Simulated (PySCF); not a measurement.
Level of theory: r2SCAN-D4/def2-TZVP in PySCF. All species are isolated molecules in the gas phase. Delta-SCF ions had no search for a lower state. Excitations are Tamm–Dancoff values on a coarser integration grid. The basis has no diffuse functions, so Rydberg states are missing or too high.

Reference species (SMILES): `C=C=N` (neutral, multiplicity 1).

```yaml
vertical ionisation energy (Delta-SCF): 9.28 eV
HOMO: -5.96 eV
S1 oscillator strength: 0.001
S1 excitation (TDA): 5.08 eV
```

Changed species: `CC#N`.

Q: Give the shifts of the vertical ionisation energy (Delta-SCF), HOMO, S1 oscillator strength and S1 excitation (TDA).

A: the vertical ionisation energy (Delta-SCF) increases by 2.80 eV, to 12.08 eV; the HOMO falls by 2.39 eV, to -8.35 eV; the S1 oscillator strength hardly moves; the S1 excitation (TDA) goes up by 3.31 eV, to 8.39 eV.
